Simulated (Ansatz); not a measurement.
# AlClH2: the cost of one run

Method: RKS PBE0-D4/6-31G*, in Ansatz 0.2.0.

## (1) The starting structure

Bond lengths: Al1–Cl2 2.230 Å, Al1–H3 1.560 Å, Al1–H4 1.560 Å. Angles: Cl2–Al1–H3 120.0°, Cl2–Al1–H4 120.0°, H3–Al1–H4 120.0°.

As a file:

```xyz
4

Al    0.0000    0.0000    0.0000
Cl    0.0000    0.0000    2.2300
H     1.3510    0.0000   -0.7800
H    -1.3510    0.0000   -0.7800
```

## (2) Relaxing the start

input.yaml reads:

```yaml
crystal:
  periodic: [false, false, false]
  atoms:
    - { symbol: Al, position_ang: [0.0, 0.0, 0.0] }
    - { symbol: Cl, position_ang: [0.0, 0.0, 2.23] }
    - { symbol: H, position_ang: [1.351, 0.0, -0.78] }
    - { symbol: H, position_ang: [-1.351, 0.0, -0.78] }
basis:
  gaussian: { orbitals: "6-31G*" }
hamiltonian:
  xc: pbe0
  dispersion: d4
relax:
  f_tol: 0.02
  max_steps: 40
```

The run is started by

```
$ ansatz run input.yaml --threads 1 --pin off --max-ram 2048MiB --backend cpu --events-out ev --progress --plain --runs-dir out
```

**Question.** How long does this run take on 1 thread of Arm Neoverse V1, shared host, and how much memory does it need?

About 5.1 s, with a peak of 0.096 GiB.
